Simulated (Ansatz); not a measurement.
# C₂H₂B− (SMILES B=C=[CH-]): single points off equilibrium

A test off equilibrium: a structure displaced at random from a GFN2-xTB minimum is computed at several levels, and each is set against CCSD(T).

Program: Ansatz 0.2.0, Gaussian basis. Level of theory: single points in def2-TZVPPD. These are calculated values, not measurements.

Cores are frozen in the correlated methods.

## Step 1: The starting structure

SMILES `B=C=[CH-]`, 5 atoms, charge -1, spin multiplicity 1.

Atoms are counted from 1 here; the program's logs count them from 0.

Bond lengths: B1–C2 1.474 Å, B1–H4 1.227 Å, C2–C3 1.401 Å, C3–H5 1.233 Å. Angles: C2–B1–H4 165.8°, B1–C2–C3 178.9°, C2–C3–H5 115.6°.

As a file:

```
B    -1.2345    0.3672    0.3029
C     0.1004    0.0064   -0.2062
C     1.3590   -0.3403   -0.7151
H    -2.3795    0.7824    0.4475
H     2.1819   -0.7285    0.1165
```

## Step 2: CCSD(T)/def2-TZVPPD

The input, run/in.yaml:

```yaml
crystal:
  periodic: [false, false, false]
  atoms:
    - {symbol: B, position_ang: [-1.234500, 0.367200, 0.302900]}
    - {symbol: C, position_ang: [0.100400, 0.006400, -0.206200]}
    - {symbol: C, position_ang: [1.359000, -0.340300, -0.715100]}
    - {symbol: H, position_ang: [-2.379500, 0.782400, 0.447500]}
    - {symbol: H, position_ang: [2.181900, -0.728500, 0.116500]}
basis:
  gaussian: {orbitals: "def2-TZVPPD.json"}
total_charge: -1
correlation: {method: ccsd_t}
output: {forces: true}
```

The basis file named in the input lies beside it (Basis Set Exchange, JSON).

No record of the launch command was kept for these runs.

## Step 3: PBE0-D4/def2-TZVPPD

run/in.yaml, as its differences from that of step 2:

```diff
@@ -11,3 +11,3 @@
 total_charge: -1
-correlation: {method: ccsd_t}
-output: {forces: true}
+hamiltonian: {xc: pbe0, dispersion: d4}
+output: {forces: true, orbitals: {seedname: orbitals}}
```

## Step 4: wB97M-V/def2-TZVPPD

run/in.yaml, as its differences from that of step 3:

```diff
@@ -11,3 +11,3 @@
 total_charge: -1
-hamiltonian: {xc: pbe0, dispersion: d4}
-output: {forces: true, orbitals: {seedname: orbitals}}
+hamiltonian: {xc: {name: wB97M-V}}
+output: {forces: true}
```

## Step 5: r2SCAN-D4/def2-TZVPPD

run/in.yaml, as its differences from that of step 4:

```diff
@@ -11,3 +11,3 @@
 total_charge: -1
-hamiltonian: {xc: {name: wB97M-V}}
+hamiltonian: {xc: r2scan, dispersion: d4}
 output: {forces: true}
```

## Step 6: PBE-D4/def2-TZVPPD

run/in.yaml, as its differences from that of step 5:

```diff
@@ -11,3 +11,3 @@
 total_charge: -1
-hamiltonian: {xc: r2scan, dispersion: d4}
+hamiltonian: {xc: pbe, dispersion: d4}
 output: {forces: true}
```

## Step 7: BLYP-D4/def2-TZVPPD

run/in.yaml, as its differences from that of step 6:

```diff
@@ -11,3 +11,3 @@
 total_charge: -1
-hamiltonian: {xc: pbe, dispersion: d4}
+hamiltonian: {xc: {name: BLYP}, dispersion: d4}
 output: {forces: true}
```

## Step 8: BHLYP-D4/def2-TZVPPD

run/in.yaml, as its differences from that of step 7:

```diff
@@ -11,3 +11,3 @@
 total_charge: -1
-hamiltonian: {xc: {name: BLYP}, dispersion: d4}
+hamiltonian: {xc: {name: BHLYP}, dispersion: d4}
 output: {forces: true}
```

(Steps that only read results are left out.)

What does the calculation give? Wanted: RMS force component; RMS force error; HOMO and LUMO, PBE0-D4; T1 diagnostic.

As calculated:

```
              quantity                                                                                            value
   RMS force component                                                             1.146 to 1.519 eV/Å over the methods
       RMS force error  PBE0-D4 0.312, wB97M-V 0.295, r2SCAN-D4 0.291, PBE-D4 0.224, BLYP-D4 0.193, BHLYP-D4 0.432 eV/Å
HOMO and LUMO, PBE0-D4                                                                                 0.63 and 3.04 eV
         T1 diagnostic                                                                                            0.027
```

What this shows: For forces BLYP-D4 does best and BHLYP-D4 worst. Frozen-core CCSD(T) forces in triple zeta carry basis errors of their own, and this is one geometry, so small gaps rank nothing. The T1 diagnostic is large here, over the usual mark for main-group molecules (transition-metal compounds often pass it harmlessly), so CCSD(T) itself may be off. The restricted Hartree–Fock reference is unstable towards an unrestricted one at one or more of these structures.
